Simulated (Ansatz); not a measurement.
# doublet NO2F+ at 6 levels

Aim: a comparison of 6 runs (UHF/cc-pVTZ, U-revPBE/cc-pVTZ, U-wB97X/cc-pVTZ, UB2PLYP/cc-pVTZ, UCAM-B3LYP/cc-pVTZ, UPBE/cc-pVTZ) of doublet NO2F+. 

The results are computed with Ansatz 0.2.0.

36 further runs of the same task are left out: 36 set aside as unsound or not needed.

**1. The molecule**

The species is NO2F+ (4 atoms), meant as a doublet with charge +1. As SMILES of the parent species, `O=[N+]([O-])F`. Geometry: relaxed at PBE0-D4/def2-TZVP. That shape belongs to the parent species and isn't relaxed for this state.

Bond lengths: O1–N2 1.170 Å, N2–O3 1.170 Å, N2–F4 1.442 Å. Angles: O1–N2–O3 135.6°, O1–N2–F4 112.2°, O3–N2–F4 112.2°.

**2. A single-point energy at UHF/cc-pVTZ (run 1)**

input.yaml

```yaml
crystal:
  periodic: [false, false, false]
  atoms:
    - {symbol: O, position_ang: [0.188290, 0.469930, 1.120250]}
    - {symbol: "N", position_ang: [0.079720, -0.071800, 0.089140]}
    - {symbol: O, position_ang: [0.476580, -1.068680, -0.376880]}
    - {symbol: F, position_ang: [-0.744590, 0.670550, -0.832510]}
basis:
  gaussian:
    orbitals: cc-pVTZ
total_charge: 1
magnetization:
  spin_polarized: true
  initial_magnetization: 1
hamiltonian:
  xc: hf
accuracy: high
output: {orbitals: {seedname: orbitals}}
```

Started as:

```console
$ ansatz run input.yaml --threads 1 --pin off --max-ram 3480MiB --events-out events.jsonl --progress --plain --runs-dir runs
```

The program printed:

```text
Warning: RAYON_NUM_THREADS=1 ignored (pool sized by the plan → 1); use --threads N
Functional definition: HF
  name "HF"
  exchange = exact_x
  correlation = 0
2042 factors; integrals over basis functions are off by at most 3.0e-9 eV
mean field evaluation 1: about -8241.0569 eV, gradient 3.8e1 eV
mean field evaluation 2: about -8241.0694 eV, gradient 3.8e1 eV
mean field evaluation 4: about -8245.9302 eV, gradient 4.4e0 eV
mean field evaluation 8: about -8246.3261 eV, gradient 7.9e-1 eV
mean field evaluation 16: about -8246.3739 eV, gradient 8.5e-2 eV
mean field evaluation 32: about -8243.8572 eV, gradient 2.1e1 eV
mean field evaluation 64: about -8247.7667 eV, gradient 4.9e-1 eV
mean field evaluation 96: about -8246.9552 eV, gradient 2.0e0 eV
mean field evaluation 128: about -8246.3706 eV, gradient 2.7e-1 eV
mean field evaluation 160: about -8247.1266 eV, gradient 2.8e0 eV
mean field -8247.83473256 eV, -303.1023358386 hartree, gradient 6.7e-8 eV, S^2 1.045224; 2 other end points of the search recorded, 0 dependent functions left out
reference -8247.83473256 eV, -303.1023358386 hartree; 16, 15 occupied and 104, 105 virtual orbitals, 2042 factors
Total energy: -8247.83473256 eV, -303.1023358386 hartree
```

It took 12 s on 1 thread of Arm Neoverse V2, shared host; peak memory 0.37 GiB.

**3. The energy at U-revPBE/cc-pVTZ (run 2)**

job.yaml

```yaml
crystal:
  periodic: [false, false, false]
  atoms:
    - {symbol: O, position_ang: [0.188290, 0.469930, 1.120250]}
    - {symbol: "N", position_ang: [0.079720, -0.071800, 0.089140]}
    - {symbol: O, position_ang: [0.476580, -1.068680, -0.376880]}
    - {symbol: F, position_ang: [-0.744590, 0.670550, -0.832510]}
basis:
  gaussian: {orbitals: cc-pVTZ}
total_charge: 1
magnetization: {spin_polarized: true, initial_magnetization: 1}
hamiltonian: {xc: {name: revPBE}}
accuracy: high
output: {orbitals: {seedname: orbitals}}
```

Started as:

```console
$ ansatz run job.yaml --threads 1 --pin off --max-ram 3480MiB --events-out events.jsonl --progress --plain --runs-dir runs
```

The program printed:

```text
Warning: RAYON_NUM_THREADS=1 ignored (pool sized by the plan → 1); use --threads N
Functional definition: revPBE
  name "revPBE"
  parameter kappa = 1.245
  parameter beta = 0.06672455060314922
  exchange = pbe_x(kappa = kappa, mu = beta*pi^2/3)
  correlation = pbe_c(beta = beta)
2042 factors; integrals over basis functions are off by at most 3.0e-9 eV
mean field evaluation 1: about -8281.2742 eV, gradient 4.0e1 eV
mean field evaluation 2: about -8266.4924 eV, gradient 7.8e1 eV
mean field evaluation 4: about -8284.7611 eV, gradient 1.3e1 eV
mean field evaluation 8: about -8285.2733 eV, gradient 3.5e-1 eV
mean field evaluation 16: about -8285.2738 eV, gradient 2.1e-4 eV
mean field evaluation 32: about -8282.0554 eV, gradient 9.3e0 eV
mean field evaluation 64: about -8284.0036 eV, gradient 1.4e0 eV
mean field -8285.27375878 eV, -304.4781946749 hartree, gradient 1.9e-8 eV, S^2 0.755135; 7 other end points of the search recorded, 0 dependent functions left out
reference -8285.27376031 eV, -304.4781947311 hartree; 16, 15 occupied and 104, 105 virtual orbitals, 2042 factors
Total energy: -8285.27376031 eV, -304.4781947311 hartree
```

Wall time 20 s (1 thread of Arm Neoverse V2, shared host); peak memory 0.35 GiB.

Runs 3 to 5 aren't shown in full; the table further down has their settings and results.

**4. A single-point energy at UPBE/cc-pVTZ (run 6)**

run.yaml

```yaml
basis:
  gaussian:
    orbitals: cc-pVTZ
crystal:
  periodic: [false, false, false]
  atoms:
    - {symbol: O, position_ang: [0.188290, 0.469930, 1.120250]}
    - {symbol: "N", position_ang: [0.079720, -0.071800, 0.089140]}
    - {symbol: O, position_ang: [0.476580, -1.068680, -0.376880]}
    - {symbol: F, position_ang: [-0.744590, 0.670550, -0.832510]}
accuracy: high
hamiltonian:
  xc: pbe
magnetization:
  spin_polarized: true
  initial_magnetization: 1
total_charge: 1
output:
  orbitals: {seedname: orbitals}
```

Started as:

```console
$ ansatz run run.yaml --threads 1 --pin off --max-ram 3480MiB --events-out events.jsonl --progress --plain --runs-dir runs
```

The program printed:

```text
Warning: RAYON_NUM_THREADS=1 ignored (pool sized by the plan → 1); use --threads N
Functional definition: PBE
  name "PBE"
  parameter kappa = 0.804
[... 3 set-up lines as earlier in the session ...]
2042 factors; integrals over basis functions are off by at most 3.0e-9 eV
mean field evaluation 1: about -8275.5065 eV, gradient 4.0e1 eV
mean field evaluation 2: about -8261.2587 eV, gradient 7.8e1 eV
mean field evaluation 4: about -8279.0752 eV, gradient 1.3e1 eV
mean field evaluation 8: about -8279.6012 eV, gradient 3.1e-1 eV
mean field evaluation 16: about -8279.6015 eV, gradient 1.9e-4 eV
mean field evaluation 32: about -8276.3643 eV, gradient 9.3e0 eV
mean field evaluation 64: about -8278.3134 eV, gradient 1.4e0 eV
mean field -8279.60149796 eV, -304.2697429347 hartree, gradient 5.8e-9 eV, S^2 0.754801; 7 other end points of the search recorded, 0 dependent functions left out
reference -8279.60149919 eV, -304.2697429798 hartree; 16, 15 occupied and 104, 105 virtual orbitals, 2042 factors
Total energy: -8279.60149919 eV, -304.2697429798 hartree
```

Wall time 20 s (1 thread of Arm Neoverse V2, shared host); peak memory 0.35 GiB.

**5. The series**

```tsv
run	level	frozen core orbitals	energy (Eh)	HOMO energy (eV)	LUMO energy (eV)	⟨S²⟩	wall time
1	UHF/cc-pVTZ	–	-303.102336	-24.52	-9.38	1.045	12 s
2	U-revPBE/cc-pVTZ	–	-304.478195	-18.54	-17.14	0.755	20 s
3	U-wB97X/cc-pVTZ	–	-304.436081	-22.00	-14.23	0.772	96 s
4	UB2PLYP/cc-pVTZ	4	-304.313599	-21.73	-14.11	0.882	42 s
5	UCAM-B3LYP/cc-pVTZ	–	-304.418371	-21.13	-15.33	0.772	19 s
6	UPBE/cc-pVTZ	–	-304.269743	-18.63	-17.25	0.755	20 s
```

**6. Results**

| quantity | value |
| --- | --- |
| run 6: total energy | -304.26974 Eh |
| run 6: HOMO energy (highest over α and β) | -18.63 eV |
| run 6: LUMO energy (lowest over α and β) | -17.25 eV |
| run 6: ⟨S²⟩ | 0.755 |

Totals of different functionals can't be ranked against each other. Spin contamination of the reference: run 1 ⟨S²⟩ = 1.05, run 4 ⟨S²⟩ = 0.88. All runs together took 3.5 min, the longest 96 s.
